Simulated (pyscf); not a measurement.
Elementary routes open to methyl (CH₃•) + ammonia (NH₃) in the gas phase (doublet surface):
A. methylamine (H₃C–NH₂) + H atom (H•) (H–N broken; C–N formed)
B. methane (CH₄) + amino radical (NH₂•) (H–N broken; C–H formed)

Optimised with ωB97X-D3(BJ)/def2-SVP in PySCF. Correlated levels are frozen-core, on RHF or UHF. ΔMP2 is the change of the MP2 total energy from the triple- to the quadruple-zeta basis.

Question: Rank the routes by free-energy barrier at 600 K, lowest first, for CCSD(T)/def2-TZVPP + ΔMP2(QZVPP) energies (ideal gas, 1 atm, RRHO with modes under 100 cm⁻¹ raised to 100, one conformer, R ln 2 for rigid chiral ones).

Answer: B (132.3 kJ/mol), A (256.6 kJ/mol)

Route B is the fastest of these, ahead of the next by 124.3 kJ/mol. The most stable products are those of B (ΔG = +14.9 kJ/mol), so kinetics and thermodynamics agree. At 1200 K B is still the fastest. Only these routes are compared; each barrier is that of the saddle found, and lower ones may exist. The CCSD(T) − MP2 part came from Ansatz, without density fitting, on the same reference.
